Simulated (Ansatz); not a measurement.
Two shapes of doublet SO₂(-).

Shape 1:

```xyz
3

O     0.0000    0.2930   -1.4019
S     0.0000   -0.5859    0.0000
O     0.0000    0.2930    1.4019
```

Shape 2:

```xyz
3

O    -0.0232    0.2275   -1.3050
S    -0.0368   -0.5179    0.0232
O    -0.0324    0.2744    1.3360
```

Basis set: def2-SVP (spherical functions). Correlated methods keep 7 orbitals frozen. Correlation on ROHF uses semicanonical orbitals with singles. Charge -1, multiplicity 2.

Computed with Ansatz (development build ahead of 0.2.0); each method stands on the lowest determinant of its kind that the runs found.

Problem. Which shape is lower in energy, and by how much in each method?

Solution.

| method | E(2) − E(1) (eV) |
| --- | --- |
| ROHF | -0.972 |
| UHF | -0.969 |
| ROHF-MP2 | -0.473 |
| UHF-MP2 | -0.464 |
| ROHF-CCSD(T) | -0.397 |

Shape 2 is lower. Caution: no diffuse functions for an anion.
